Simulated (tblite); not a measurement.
Compound: C3H6ClO (doublet state).
Atom-mapped SMILES: `[O:1][CH2:2][CH2:3][CH2:4][Cl:5]` (hydrogens: H6, H7 on C2; H8, H9 on C3; H10, H11 on C4)

Computed with GFN2-xTB (tblite), gas phase: L-BFGS steps from a force-field or distance-geometry start until the largest atomic force falls under 0.01 eV/Å.

Step 27: E = -489.8624 eV
```
atom  x, y, z in Å  |  force x, y, z in eV/Å
O1      0.9515    1.6135    0.0321   -0.001   0.042  -0.018
C2      1.1886    0.3095    0.1548   -0.007   0.016  -0.018
C3      0.0628   -0.5211   -0.5181    0.021   0.007   0.023
C4     -1.2137   -0.1708    0.2265   -0.014   0.039   0.028
Cl5    -1.4059    1.6034    0.2134    0.014   0.018   0.002
H6      1.3027   -0.0134    1.2111    0.006  -0.037  -0.005
H7      2.1388    0.0689   -0.3642   -0.045  -0.009  -0.029
H8     -0.0257   -0.2264   -1.5641    0.034  -0.004   0.005
H9      0.2582   -1.5902   -0.4505    0.031  -0.023   0.016
H10    -2.0997   -0.5985   -0.2380   -0.014  -0.003  -0.055
H11    -1.1522   -0.4723    1.2710   -0.024  -0.045   0.051
```

Step 28: E = -489.8630 eV
```
atom  x, y, z in Å  |  force x, y, z in eV/Å
O1      0.9515    1.6148    0.0338   -0.008   0.045  -0.023
C2      1.1879    0.3107    0.1540    0.003   0.012  -0.014
C3      0.0632   -0.5211   -0.5177    0.014   0.000   0.022
C4     -1.2131   -0.1721    0.2268   -0.037   0.089   0.027
Cl5    -1.4046    1.6047    0.2152    0.020  -0.014   0.011
H6      1.3024   -0.0145    1.2091    0.015  -0.034   0.010
H7      2.1364    0.0704   -0.3673   -0.028  -0.009  -0.027
H8     -0.0230   -0.2309   -1.5649    0.018   0.005   0.005
H9      0.2595   -1.5893   -0.4463    0.037  -0.042   0.013
H10    -2.1003   -0.5942   -0.2398   -0.014  -0.019  -0.056
H11    -1.1543   -0.4759    1.2712   -0.019  -0.033   0.032
```

Step 29: E = -489.8637 eV
```
atom  x, y, z in Å  |  force x, y, z in eV/Å
O1      0.9514    1.6170    0.0353   -0.015   0.029  -0.023
C2      1.1870    0.3125    0.1530    0.011   0.008  -0.002
C3      0.0637   -0.5211   -0.5166   -0.004  -0.009   0.017
C4     -1.2133   -0.1723    0.2275   -0.046   0.098   0.015
Cl5    -1.4029    1.6061    0.2176    0.023  -0.036   0.023
H6      1.3025   -0.0163    1.2068    0.025  -0.020   0.018
H7      2.1331    0.0721   -0.3715   -0.006  -0.006  -0.026
H8     -0.0196   -0.2362   -1.5656   -0.002   0.013   0.011
H9      0.2618   -1.5888   -0.4410    0.035  -0.041   0.013
H10    -2.1012   -0.5894   -0.2431   -0.002  -0.024  -0.045
H11    -1.1570   -0.4808    1.2717   -0.020  -0.011  -0.002
```

Problem. Estimate the geometry and energy of step 30. (The exact step hangs on the optimiser's Hessian estimate; all steps are aligned on step 29, rigid shifts and turns removed.)

Solution. E = -489.8642 eV, largest force 0.066 eV/Å
```
atom  x, y, z in Å  |  force x, y, z in eV/Å
O1      0.9516    1.6193    0.0363   -0.019   0.002  -0.019
C2      1.1865    0.3142    0.1522    0.015   0.003   0.010
C3      0.0638   -0.5212   -0.5153   -0.016  -0.014   0.012
C4     -1.2145   -0.1710    0.2281   -0.034   0.056  -0.002
Cl5    -1.4015    1.6068    0.2201    0.021  -0.031   0.031
H6      1.3035   -0.0181    1.2049    0.031   0.000   0.018
H7      2.1302    0.0731   -0.3755    0.010  -0.002  -0.024
H8     -0.0168   -0.2407   -1.5658   -0.019   0.017   0.018
H9      0.2645   -1.5887   -0.4362    0.023  -0.023   0.015
H10    -2.1021   -0.5859   -0.2466    0.013  -0.020  -0.030
H11    -1.1598   -0.4852    1.2718   -0.026   0.012  -0.029
```

The energy changes by -0.0005 eV. The first-order estimate −F·Δx gives -0.0007 eV and the mean of the old and new forces, exact on a quadratic surface, -0.0005 eV. The step makes an angle of 69° with the force vector and moves no atom by more than 0.006 Å.
